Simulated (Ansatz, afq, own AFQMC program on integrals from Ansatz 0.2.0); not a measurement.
## N₂, singlet: AFQMC among the cluster methods

```xyz
2

N     0.0000    0.0000    0.0000
N     0.0000    0.0000    0.9680
```

Basis 6-31G. Only valence electrons are correlated. Integrals, coupled cluster, full CI and functionals: Ansatz 0.2.0; the random walks run on the same integrals in our own AFQMC program. ph-AFQMC/CISD is guided by a CISD state made of CCSD amplitudes; releasing the constraint for a short imaginary time cuts its bias at the price of noise, slowly where states lie close. ± is one standard error of the sampling.

Determinant: RHF, the one that the program's search chose, which needn't be the lowest solution. The geometry is a point of a scan.

Full CI on the same integrals is exact in this basis and with this determinant's frozen core.

* T1 diagnostic: 0.0085
* weight of the determinant in the CISD state: 0.929
* size of the correlated space: 10 electrons in 16 orbitals

Reference: full CI, correlation energy -5.553 eV. The released energy is read at 2.40 1/Eh (meV from the phaseless value at times in 1/Eh: -3 ± 5 at 0.24, 0 ± 3 at 0.51, -6.5 ± 2.5 at 0.99, -7 ± 3 at 1.62, -6 ± 3 at 2.40).

```
         level  E − E(reference) (kJ/mol)  share of correlation (%)
            HF                      535.8                      0.00
           MP2                       13.8                     97.43
          CCSD                       16.2                     96.98
       CCSD(T)                        3.1                     99.42
         CCSDT                        2.8                     99.48
      CCSDT(Q)                        0.0                    100.01
        CCSDTQ                        0.2                     99.96
 ph-AFQMC/CISD                  0.3 ± 0.5                     99.94
released AFQMC                 -0.2 ± 0.3                    100.04
```

CCSDT and higher add their correlation energy to the determinant of the CCSD(T) run, since their own runs factorise the integrals more tightly (a shift of under 2 meV). A walk keeps the symmetry of its determinant, which the program's search chose and which needn't be the lowest solution, so a lower state of the same spin and another symmetry isn't excluded. Released energies are given only where the last usable release times agree within the noise; a slower fall can still hide under it.
